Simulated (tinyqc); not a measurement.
Inside a calculation. Method: CCSD on RHF in the sto-3g basis, frozen core, for HF, spin multiplicity 1. One step of it, computed by the program tinyqc.

Task: CCSD: starting amplitudes. t_ij^ab = <ij||ab> / (e_i + e_j - e_a - e_b), whose energy is MP2.

orbital energies (hartree): MO1 -25.920591, MO2 -1.422891, MO3 -0.511717, MO4 -0.462389, MO5 -0.462389, MO6 0.420639

Two-electron integrals over orbitals (pq|rs), unique and non-zero (hartree); the lowest 1 orbital is frozen and left out:
```
(22|22) 0.866865    (32|22) -0.042197   (32|32) 0.142487    (33|22) 0.710336
(33|32) -0.021872   (33|33) 0.698595    (42|42) 0.187417    (43|42) -0.032112
(43|43) 0.038232    (44|22) 0.890758    (44|32) -0.070955   (44|33) 0.698491
(44|44) 0.997514    (52|52) 0.187417    (53|52) -0.032112   (53|53) 0.038232
(54|54) 0.053770    (55|22) 0.890758    (55|32) -0.070955   (55|33) 0.698491
(55|44) 0.889973    (55|55) 0.997514    (62|22) -0.097874   (62|32) -0.069543
(62|33) -0.024842   (62|44) -0.096250   (62|55) -0.096250   (62|62) 0.092199
(63|22) -0.218553   (63|32) 0.086570    (63|33) -0.100936   (63|44) -0.232985
(63|55) -0.232985   (63|62) 0.042592    (63|63) 0.217354    (64|42) -0.032311
(64|43) -0.020576   (64|64) 0.029710    (65|52) -0.032311   (65|53) -0.020576
(65|65) 0.029710    (66|22) 0.650700    (66|32) 0.052596    (66|33) 0.656815
(66|44) 0.632286    (66|55) 0.632286    (66|62) -0.057863   (66|63) -0.022921
(66|66) 0.687462
```

Give: Starting amplitudes; correlation energy.

Result:

Starting amplitudes (spin orbitals 1a, 1b, ...; amplitudes related by a flip of all spins are not repeated):
```
from      to       t
3a 3b  6a 6b  -0.117
2a 2b  6a 6b  -0.025
5a 5b  6a 6b  -0.017
4a 4b  6a 6b  -0.017
2a 3b  6a 6b  -0.015
```

correlation energy = -0.02995 hartree
